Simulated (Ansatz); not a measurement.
Input file:

```yaml
crystal:
  periodic: [false, false, false]
  atoms:
    - {symbol: Si, position_ang: [-1.919292, 0.000000, 0.000000]}
    - {symbol: H, position_ang: [-2.414164, 1.399708, 0.000001]}
    - {symbol: H, position_ang: [-2.414164, -0.699854, 1.212183]}
    - {symbol: H, position_ang: [-2.414164, -0.699854, -1.212182]}
    - {symbol: H, position_ang: [-0.434677, 0.000000, 0.000000]}
    - {symbol: Cl, position_ang: [1.738708, 0.000000, 0.000000]}
basis:
  gaussian: {orbitals: cc-pVDZ}
magnetization: {spin_polarized: false, initial_magnetization: 1}
correlation: {method: ccsdt_q, electrons: outside_noble_gas}
```

```sh
$ ansatz run in.yaml --threads 2 --pin off --events-out ev --progress --plain --max-ram 16896MiB --backend cuda --devices 0, --max-vram 18GiB
```

Output:

```
1060 factors; integrals over basis functions are off by at most 2.1e-7 eV
mean field evaluation 1: about -20425.2255 eV, gradient 1.4e1 eV
mean field evaluation 2: about -20425.2270 eV, gradient 1.4e1 eV
mean field evaluation 4: about -20427.5436 eV, gradient 3.2e0 eV
mean field evaluation 8: about -20427.6872 eV, gradient 1.3e-3 eV
mean field evaluation 16: about -20427.6850 eV, gradient 1.7e-1 eV
mean field evaluation 32: about -20427.6872 eV, gradient 6.2e-2 eV
mean field evaluation 64: about -20422.2494 eV, gradient 4.8e0 eV
mean field evaluation 96: about -20420.7660 eV, gradient 2.0e1 eV
mean field evaluation 128: about -20427.3666 eV, gradient 2.8e-2 eV
mean field -20427.68717839 eV, -750.7036574223 hartree, gradient 2.2e-6 eV, S^2 0.750000; 7 other end points of the search recorded, 0 dependent functions left out
mean field evaluation 160: about -20427.4740 eV, gradient 5.1e-1 eV
determinant -20427.68717839 eV, -750.7036574223 hartree, with singles and doubles -20435.37397270 eV, -750.9861419027 hartree
determinant -20427.36820416 eV, -750.6919353353 hartree, with singles and doubles -20435.03001076 eV, -750.9735015346 hartree
determinant -20427.68717839 eV, -750.7036574223 hartree, with singles and doubles -20435.37417609 eV, -750.9861493773 hartree
determinant -20427.36820416 eV, -750.6919353353 hartree, with singles and doubles -20435.02987094 eV, -750.9734963961 hartree
10 core orbitals not correlated: weight in the atoms' cores, before any rotation towards them, 1.000 or more for the frozen orbitals, at most 0.000 for the correlated occupied ones
reference -20427.68717839 eV, -750.7036574223 hartree; 8, 7 occupied and 38, 39 virtual orbitals, 1060 factors
second order -6.34094768 eV of doubles, -0.07851236 eV of singles
cycle   1  -7.38253589 eV  change   -9.6e-1 eV  update   7.0e-2
cycle   2  -7.78200966 eV  change   -4.0e-1 eV  update   2.6e-2
cycle   3  -7.82257695 eV  change   -4.1e-2 eV  update   1.1e-2
cycle   4  -7.82476834 eV  change   -2.2e-3 eV  update   5.0e-3
cycle   5  -7.82439274 eV  change    3.8e-4 eV  update   2.4e-3
cycle   6  -7.82315667 eV  change    1.2e-3 eV  update   1.2e-3
cycle   7  -7.82345332 eV  change   -3.0e-4 eV  update   4.8e-4
cycle   8  -7.82375408 eV  change   -3.0e-4 eV  update   1.7e-4
cycle   9  -7.82376414 eV  change   -1.0e-5 eV  update   6.0e-5
cycle  10  -7.82372994 eV  change    3.4e-5 eV  update   2.7e-5
cycle  11  -7.82373475 eV  change   -4.8e-6 eV  update   1.4e-5
cycle  12  -7.82374077 eV  change   -6.0e-6 eV  update   7.1e-6
cycle  13  -7.82374565 eV  change   -4.9e-6 eV  update   3.2e-6
cycle  14  -7.82374895 eV  change   -3.3e-6 eV  update   1.2e-6
cycle  15  -7.82374928 eV  change   -3.3e-7 eV  update   4.9e-7
perturbative correction -0.00638720 eV, -0.0002347253 hartree
Total energy: -20435.51731488 eV, -750.9914096305 hartree
```

For the same geometry and basis UCCSDT(Q) lies 0.3 meV lower.

Ran on 2 threads of AMD EPYC 7R13 with a shared H100 80 GB, shared host: 15 s wall, 0.94 GiB peak host memory.
